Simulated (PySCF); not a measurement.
PySCF input file for H₂O₂, SMILES OO (connectivity only; charge and spin as stated), charge +1, multiplicity 2, ωB97X-D3(BJ)/def2-TZVP. Coordinates come from a ωB97X-D3(BJ)/def2-TZVP optimisation. The spin state was assumed, not searched.

```python
import numpy as np
from pyscf import gto, scf, dft, df
from pyscf.hessian import thermo

mol = gto.M(
    atom='''
    O     0.15771393   -0.62794938    0.00000000
    O    -0.15771393    0.62794938    0.00000000
    H    -0.71439027   -1.10904497    0.00000000
    H     0.71439027    1.10904497    0.00000000
    ''',
    basis='def2-TZVP',
    charge=1,
    spin=1,
    max_memory=1600,
    verbose=3,
)
mf = dft.UKS(mol, xc='wb97x-d3bj').density_fit(auxbasis='def2-universal-jkfit')
mf.grids.level = 3
mf.conv_tol = 1e-11
mf.max_cycle = 100
mf.kernel()
fine, coarse = mf.grids, dft.Grids(mol).set(level=1).build(with_non0tab=True)
for _ in range(3):  # follow internal instabilities
    mf.grids = coarse
    mo, _, stable, _ = mf.stability(return_status=True, nroots=4)
    mf.grids = fine
    if stable:
        break
    mf.kernel(mf.make_rdm1(mo, mf.mo_occ))

# analytic Hessian; the response equations are solved on a coarser grid
h, args, fine = mf.Hessian(), (mf.mo_energy, mf.mo_coeff, mf.mo_occ), mf.grids
h.max_memory = max(150, 2.5e-5 * df.make_auxmol(mol, mf.with_df.auxbasis).nao * mol.nelec[0] * (mol.nelec[0] + mol.nao))  # MB; small integral blocks
h1ao = h.make_h1(mf.mo_coeff, mf.mo_occ)
mf.grids = dft.Grids(mol).set(level=1).build(with_non0tab=True)
mo1, mo_e1 = h.solve_mo1(*args, h1ao)
mf.grids = fine
hess = h.hess_elec(*args, mo1, mo_e1, h1ao) + h.hess_nuc()
if mf.do_disp():
    hess += h.get_dispersion()
for i in range(mol.natm):  # the analytic DFT Hessian lacks the response of the grid: restore translational invariance
    hess[i, i] -= hess[i].sum(axis=0)
hess = (hess + hess.transpose(1, 0, 3, 2)) / 2
vib = thermo.harmonic_analysis(mol, hess, imaginary_freq=False)
thermo.dump_normal_mode(mol, vib)
th = thermo.thermo(mf, vib['freq_au'][vib['freq_au'] > 0], 298.15, 101325)
thermo.dump_thermo(mol, th)
g0 = mf.nuc_grad_method().set(verbose=0).kernel()

# dipole derivatives [dipole axis, atom, xyz] from the same response
r, irp = mol.intor('int1e_r'), mol.intor('int1e_irp').reshape(3, 3, mol.nao, mol.nao)
sl, dm0, ok = mol.aoslice_by_atom(), np.array(mf.make_rdm1()), []
dmu = np.einsum('a,xt->xat', mol.atom_charges(), np.eye(3))
for a, (_, _, p0, p1) in enumerate(sl):
    dmu[:, a] += 2 * np.einsum('xtij,ij->xt', irp[:, :, :, p0:p1], dm0.reshape(-1, mol.nao, mol.nao).sum(0)[:, p0:p1])
    for u, c, occ, f in zip(mo1, mf.mo_coeff, mf.mo_occ, (2, 2)):
        dmu[:, a] -= f * np.einsum('tui,xuv,vi->xt', u[a], r, c[:, occ > 0], optimize=True)
L = vib['norm_mode']
ir = 974.8801 * (np.einsum('xat,kat->kx', dmu, L) ** 2).sum(1)       # km/mol
apt = np.einsum('xax->a', dmu) / 3
print('mode   freq/cm-1   IR/(km/mol)')
for k, w in enumerate(vib['freq_wavenumber']):
    print(f'{k + 1:4d} {w:11.2f} {ir[k]:13.3f}')
print('max |gradient| / (hartree/bohr):', abs(g0).max())
print('APT charges:', apt.round(4))
```

It prints:

```

WARN: HOMO -0.304269714415121 >= LUMO -0.304269714415121

converged SCF energy = -151.254021184008  <S^2> = 0.75383162  2S+1 = 2.003828
<class 'pyscf.df.df_jk.DFUKS'> wavefunction is stable in the internal stability analysis

WARN: DFTD3 does not support analytical Hessian, using finite difference


WARN: Mole.unit (angstrom) is changed to Bohr

Mode                                 0                   1                   2
Irrep
Freq [cm^-1]                      877.6676           1327.4751           1334.4257
Reduced mass [au]                   1.0673              1.0673             14.5529
Force const [Dyne/A]                0.4844              1.1081             15.2683
Char temp [K]                    1262.7683           1909.9411           1919.9415
Normal mode                   x     y     z       x     y     z       x     y     z
       0   O                -0.00  0.00 -0.04   -0.02  0.04 -0.00    0.05 -0.17 -0.00
       1   O                 0.00 -0.00 -0.04   -0.02  0.04 -0.00   -0.05  0.17 -0.00
       2   H                 0.00  0.00  0.68    0.33 -0.60  0.00   -0.06  0.00  0.00
       3   H                -0.00  0.00  0.68    0.33 -0.60  0.00    0.06 -0.00  0.00
Mode                                 3                   4                   5
Irrep
Freq [cm^-1]                     1604.0678           3460.7310           3483.3971
Reduced mass [au]                   1.1722              1.0673              1.0729
Force const [Dyne/A]                1.7770              7.5311              7.6700
Char temp [K]                    2307.8964           4979.2214           5011.8329
Normal mode                   x     y     z       x     y     z       x     y     z
       0   O                -0.06 -0.02  0.00    0.04  0.02  0.00   -0.04 -0.02  0.00
       1   O                 0.06  0.02  0.00    0.04  0.02  0.00    0.04  0.02  0.00
       2   H                 0.24 -0.60 -0.00   -0.60 -0.33 -0.00    0.60  0.32 -0.00
       3   H                -0.24  0.60 -0.00   -0.60 -0.33 -0.00   -0.60 -0.32 -0.00
temperature 298.1500 [K]
pressure 101325.00 [Pa]
Rotational constants [GHz] 307.93287 33.07305 29.86541
Symmetry number 2
Zero-point energy (ZPE) 0.02754 [Eh]   72300.886 [J/mol]
                           tot       elec      trans        rot        vib
Entropy [J/mol/K]       227.277      5.763    152.731     67.913      0.871
Cv [J/mol/K]             28.501      0.000     12.472     12.472      3.558
Cp [J/mol/K]             36.815      0.000     20.786     12.472      3.558
Internal energy [J/mol]                      3718.434   3718.434  72515.252
Internal energy [Eh]   -151.22357  -151.25402
Enthalpy [J/mol]                             6197.391   3718.434  72515.252
Enthalpy [Eh]          -151.22262
Gibbs free energy [J/mol]                  -39339.247 -16529.753  72255.603
Gibbs free energy [Eh] -151.24843
mode   freq/cm-1   IR/(km/mol)
   1      877.67       328.404
   2     1327.48       231.746
   3     1334.43         0.000
   4     1604.07         0.000
   5     3460.73       653.837
   6     3483.40         0.000
max |gradient| / (hartree/bohr): 2.0339711517837825e-05
APT charges: [0.0481 0.0481 0.4519 0.4519]
```

The run converged.

Cost: around 23 core-seconds (rough).
